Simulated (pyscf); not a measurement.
This saddle point was located with ωB97X-D3(BJ)/def2-SVP in PySCF.

```
Si
N 1 1.6250
H 2 1.0153 1 131.42
H 1 1.4866 2 128.47 3 -51.19
H 2 1.5762 3 149.99 1 -108.11
Si 5 1.7398 2 154.39 3 164.82
H 6 1.4845 5 107.88 2 64.33
H 6 1.4894 7 111.53 5 137.33
H 6 1.4904 7 111.50 8 122.14
Cl 1 2.0710 4 103.80 5 134.96
```
Charge 0, spin multiplicity 1.

Surface: singlet, charge 0. Lowest wavenumbers (cm⁻¹): 1364i, 115, 150, 242, 277.

Task: Which two sides does it connect, and which bonds change?

Result: HN=SiH–Cl + silane (SiH₄) ⇌ H₂N–SiH(SiH₃)–Cl, an addition across a multiple bond or ene-type step read from left to right: H–Si broken and H–N, Si–Si formed. At CCSD(T)/def2-TZVPP + ΔMP2(QZVPP) it lies +1.33 eV from the left side and +3.58 eV from the right (each side as separated species at their lowest minima found). At the saddle there is also a short H–Si contact that neither side keeps. HN=SiH–Cl lies 1.14 eV over its isomer H₂N–Si:–Cl [singlet] (electronic energy, ωB97M-D3(BJ)). H₂N–SiH(SiH₃)–Cl lies 0.62 eV over its isomer H₃Si–NH–SiH₂–Cl (electronic energy, ωB97M-D3(BJ)). This is the saddle that the search found; another between the same sides may lie lower. The CCSD(T) − MP2 part came from Ansatz, without density fitting, on the same reference.
